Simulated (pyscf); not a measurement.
Structures and frequencies: ωB97X-D3(BJ)/def2-SVP in PySCF.

Problem. How much does it cost (ΔH, 298 K, ωB97M-D3(BJ)/def2-TZVP) to split `[OH][Zr]([OH])([OH])[Cl]` at its H–O bond into [O–Zr(OH)(OH)–Cl]• + H•?

Solution. H–O to [O–Zr(OH)(OH)–Cl]• + H•: 121.9 kcal/mol. The 7 functionals that were run give +117.7 (r²SCAN) to +122.9 kcal/mol (M06-2X). The radicals are drawn with the spin at the cut bond; how far it spreads was not checked. Other isomers of [O–Zr(OH)(OH)–Cl]• were not searched in full and may lie lower. Open-shell species with a d-block atom are single-reference here; other states, and whether the spin sits on metal or ligand, were not checked. Elements past Kr carry the def2 core potentials, without spin-orbit coupling.
